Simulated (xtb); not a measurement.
xtb input (GFN2-xTB):

```bash
xtb mol.xyz --gfn 2 --ohess tight --chrg -1 --uhf 0
```
mol.xyz:
```
11

O      0.01457994    -0.76166931     0.07075896
C     -0.03505194     0.66936635     0.07224643
C      1.29363645    -1.27849310     0.06138233
C     -1.44642254     1.09598946     0.04612734
H      0.53140988     1.01910989    -0.76716155
H      1.23647910    -2.41251446     0.05803339
H      1.86657330    -1.00906865    -0.79056757
H      1.85148319    -0.94723757     0.95416257
H     -1.96175103     0.75091340    -0.77712828
H     -1.95279466     0.75198084     0.99131357
H     -1.50460821     2.22141491     0.11350487
```

End of the output:

```
normal termination of xtb
       1     68.76    -1.24883 ( 78.15%)    -0.96130 ( 21.85%)    -1.18600
       2    132.72    -0.86649 ( 98.03%)    -0.76690 (  1.97%)    -0.86452
       3    194.26    -0.65199 ( 99.56%)    -0.65419 (  0.44%)    -0.65200
   ------------------------------------------------------------------------

   temp. (K)  partition function   enthalpy   heat capacity  entropy
                                   cal/mol     cal/K/mol   cal/K/mol   J/K/mol
 298.15  VIB   19.0                 1924.871     12.268     12.090
         ROT  0.439E+05              888.752      2.981     24.222
         INT  0.833E+06             2813.624     15.248     36.313
         TR   0.439E+27             1481.254      4.968     38.132
         TOT                        4294.8778    20.2166    74.4449   311.4775

       T/K    H(0)-H(T)+PV         H(T)/Eh          T*S/Eh         G(T)/Eh
   ------------------------------------------------------------------------
    298.15    0.684432E-02    0.951109E-01    0.353712E-01    0.597397E-01
   ------------------------------------------------------------------------

         :::::::::::::::::::::::::::::::::::::::::::::::::::::
         ::                  THERMODYNAMIC                  ::
         :::::::::::::::::::::::::::::::::::::::::::::::::::::
         :: total free energy         -14.078233629896 Eh   ::
         ::.................................................::
         :: total energy              -14.137973342503 Eh   ::
         :: zero point energy           0.088266563232 Eh   ::
         :: G(RRHO) w/o ZPVE           -0.028526850624 Eh   ::
         :: G(RRHO) contrib.            0.059739712607 Eh   ::
         :::::::::::::::::::::::::::::::::::::::::::::::::::::

optimized geometry written to: xtbopt.xyz

           -------------------------------------------------
          | TOTAL ENERGY              -14.137973342503 Eh   |
          | TOTAL ENTHALPY            -14.042862455889 Eh   |
          | TOTAL FREE ENERGY         -14.078233629896 Eh   |
          | GRADIENT NORM               0.000126932632 Eh/α |
          | HOMO-LUMO GAP               7.732931079669 eV   |
           -------------------------------------------------

------------------------------------------------------------------------
------------------------------------------------------------------------
 total:
 SCF:
 ANC optimizer:
 analytical hessian:
```

It need not be the lowest isomer of its formula. Whether it binds its extra electron was not tested at this geometry.
